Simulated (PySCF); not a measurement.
## Orbital energies and ionisation energy

Species: C2H3FS.
Numbering: `[F:1][C@H:2]1[CH2:3][S:4]1` (hydrogens: H5 on C2; H6, H7 on C3)

Geometry (PBE0-D3(BJ)/def2-SVP, Å), atoms numbered from 1 in this order:
```
atom  x, y, z in Å
F1    -1.581    0.354   -0.796
C2    -0.735   -0.129    0.133
C3     0.705   -0.095   -0.167
S4     0.173    1.043    1.147
H5    -1.170   -0.988    0.656
H6     0.989    0.383   -1.111
H7     1.336   -0.937    0.136
```

Level: CAM-B3LYP/def2-SVPD (PySCF). Frontier orbitals with their largest atomic shares (Löwdin; up to four atoms above 4 %):

| orbital | ε (eV) | main atoms |
| --- | --- | --- |
| HOMO−3 | -13.04 | F1 45 %, S4 15 %, C2 15 %, C3 13 % |
| HOMO−2 | -10.83 | S4 36 %, C3 31 %, C2 13 %, F1 10 % |
| HOMO−1 | -10.41 | S4 38 %, C2 25 %, F1 21 %, C3 12 % |
| HOMO | -8.51 | ? |
| LUMO | 0.70 | S4 58 %, C3 18 %, C2 10 %, H7 5 % |
| LUMO+1 | 1.31 | S4 55 %, H5 12 %, C2 12 %, H7 8 % |
| LUMO+2 | 1.51 | S4 65 %, C3 10 %, C2 9 %, H7 7 % |

Problem. What vertical ionisation energy does ΔSCF give, and how far is −ε(HOMO) from it?

Solution. ΔSCF: 9.62 eV (928 kJ/mol; threshold wavelength 129 nm); ⟨S²⟩ of the doublet left behind is 0.755, against 0.75 for a pure doublet. −ε(HOMO) is 8.51 eV, 1.11 eV below it. For the exact functional −ε(HOMO) would equal the first vertical ionisation energy; CAM-B3LYP (range-separated hybrid) falls short of its own ΔSCF value by 12 %. Holes in the HOMO−1 and HOMO−2 were tried too where these lie within 1.2 eV of the HOMO; the lowest converged state counts.

Problem. On which atoms does the HOMO lie?

Solution. S4 (sulfide sulfur) 75 %, C3 (sp3 carbon bound to sulfur) 10 %, C2 (sp3 C–F carbon) 7 %, so more than half of it is on one atom. The HOMO−1 lies 1.90 eV lower.

Problem. What kinetic energy would electrons from this vertical process carry with He II light (40.814 eV)?

Solution. 40.81 − 9.62 = 31.19 eV.

Problem. What total energies stand behind the ΔSCF value?

Solution. E(N) = -575.71557 Eh and E(N − 1) = -575.36192 Eh at the same geometry, 0.35365 Eh apart.

Geometry: PBE0-D3(BJ)/def2-SVP; no solvent, vibrations or thermal averaging.
